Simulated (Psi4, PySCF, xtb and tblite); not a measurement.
Conformational energy of SMILES C#CCC=O. Scanned: dihedral C2–C3–C4–O5; all other coordinates were relaxed at GFN2-xTB. Points at φ and −φ are mirror images.

Atom numbering (GFN2-xTB optimised geometry, Å):
```
9

C      2.0890    -0.4553    -0.0037
C      0.9177    -0.3733     0.2250
C     -0.5008    -0.2477     0.4836
C     -1.1621     0.6901    -0.4960
O     -2.0363     1.4590    -0.2203
H      3.1181    -0.5367    -0.1884
H     -0.9746    -1.2285     0.3583
H     -0.6807     0.0934     1.5064
H     -0.7703     0.5989    -1.5275
```

- B3LYP-D3(BJ)/def2-TZVP // GFN2-xTB (Psi4)
- RHF/STO-3G = PySCF with restricted Hartree-Fock/STO-3G // GFN2-xTB
- RKS-B3LYP/6-31G* = PySCF with restricted B3LYP/6-31G*, spherical d // GFN2-xTB
- GFN2-xTB (xtb and tblite)
- PBE-D3(BJ)/def2-TZVP // GFN2-xTB (Psi4)
- MP2/cc-pVTZ = DF-MP2 (frozen core)/cc-pVTZ // GFN2-xTB (Psi4)

Energies in kcal/mol, each method relative to its own lowest point.

| φ / ° | B3LYP-D3(BJ)/def2-TZVP | RHF/STO-3G | RKS-B3LYP/6-31G* | GFN2-xTB | PBE-D3(BJ)/def2-TZVP | MP2/cc-pVTZ |
|---|---|---|---|---|---|---|
| -165 | 0.1 | 0.6 | 0.1 | 0.1 | 0.1 | 0.2 |
| -150 | 0.0 | 0.3 | 0.0 | 0.0 | 0.0 | 0.0 |
| -135 | 0.0 | 0.0 | 0.1 | 0.0 | 0.0 | 0.0 |
| -120 | 0.3 | 0.1 | 0.4 | 0.2 | 0.3 | 0.2 |
| -105 | 0.9 | 0.6 | 1.0 | 0.5 | 0.8 | 0.8 |
| -90 | 1.8 | 1.4 | 1.9 | 1.0 | 1.7 | 1.6 |
| -75 | 2.6 | 1.7 | 2.6 | 1.6 | 2.5 | 2.4 |
| -60 | 2.9 | 1.7 | 2.9 | 2.0 | 2.9 | 2.7 |
| -45 | 2.6 | 1.4 | 2.5 | 2.0 | 2.6 | 2.4 |
| -30 | 1.9 | 1.0 | 1.7 | 1.6 | 1.8 | 1.7 |
| -15 | 1.2 | 0.5 | 1.0 | 1.3 | 1.1 | 1.0 |
| 0 | 0.9 | 0.3 | 0.7 | 1.1 | 0.8 | 0.7 |
| 15 | 1.2 | 0.5 | 1.0 | 1.3 | 1.1 | 1.0 |
| 30 | 1.9 | 1.0 | 1.7 | 1.6 | 1.8 | 1.7 |
| 45 | 2.6 | 1.4 | 2.5 | 2.0 | 2.6 | 2.4 |
| 60 | 2.9 | 1.7 | 2.9 | 2.0 | 2.9 | 2.7 |
| 75 | 2.6 | 1.7 | 2.6 | 1.6 | 2.5 | 2.4 |
| 90 | 1.8 | 1.4 | 1.9 | 1.0 | 1.7 | 1.6 |
| 105 | 0.9 | 0.6 | 1.0 | 0.5 | 0.8 | 0.8 |
| 120 | 0.3 | 0.1 | 0.4 | 0.2 | 0.3 | 0.2 |
| 135 | 0.0 | 0.0 | 0.1 | 0.0 | 0.0 | 0.0 |
| 150 | 0.0 | 0.3 | 0.0 | 0.0 | 0.0 | 0.0 |
| 165 | 0.1 | 0.6 | 0.1 | 0.1 | 0.1 | 0.2 |
| 180 | 0.2 | 0.8 | 0.1 | 0.2 | 0.2 | 0.3 |

Root-mean-square difference from the MP2/cc-pVTZ profile, itself a level with limits, after the best constant shift (kcal/mol): B3LYP-D3(BJ)/def2-TZVP 0.1, RHF/STO-3G 0.5, RKS-B3LYP/6-31G* 0.1, GFN2-xTB 0.3, PBE-D3(BJ)/def2-TZVP 0.1.
